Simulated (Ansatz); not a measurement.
The cluster B2H4⁻. The state is a doublet with charge -1. Geometry PBE-D4/def2-TZVPD; atoms count from 1.

| atom | x (Å) | y (Å) | z (Å) |
| --- | --- | --- | --- |
| B1 | 0.5039 | -0.4342 | 0.4870 |
| B2 | -0.5038 | 0.4342 | -0.4870 |
| H3 | -0.8942 | 0.0435 | -1.5873 |
| H4 | 0.9481 | -1.5443 | 0.1936 |
| H5 | 0.8942 | -0.0436 | 1.5874 |
| H6 | -0.9482 | 1.5442 | -0.1936 |

The highest occupied level of the charge -1 doublet lies above zero (up to 0.26 eV). By energy differences its removal costs 1.78 eV (vertical, to the charge 0 singlet, at PBE0-D4/def2-TZVPD); a positive level beside a positive removal energy at the same level points to self-interaction error. The structure comes from a short search, and lower isomers may exist.

Estimate the Mulliken populations from the PBE0/def2-TZVPD orbitals of Ansatz.


| atom | charge (e) | spin (α − β) |
| --- | --- | --- |
| B1 | -0.39 | 0.57 |
| B2 | -0.39 | 0.57 |
| H3 | -0.05 | -0.04 |
| H4 | -0.05 | -0.04 |
| H5 | -0.05 | -0.04 |
| H6 | -0.05 | -0.04 |
Mulliken values and Mayer orders depend strongly on the basis. With diffuse functions, as here, like atoms can get unlike values, and bond orders can come out too low or too high.

Where does the spin sit?

Summed by element: B 1.14, H -0.14, of 1 unpaired in all. Largest on single atoms: B1 0.57, B2 0.57, H3 -0.04.

And the Mayer bond orders between bonded heavy atoms (over 0.3)?

B1–B2 1.77 (1.65 Å).
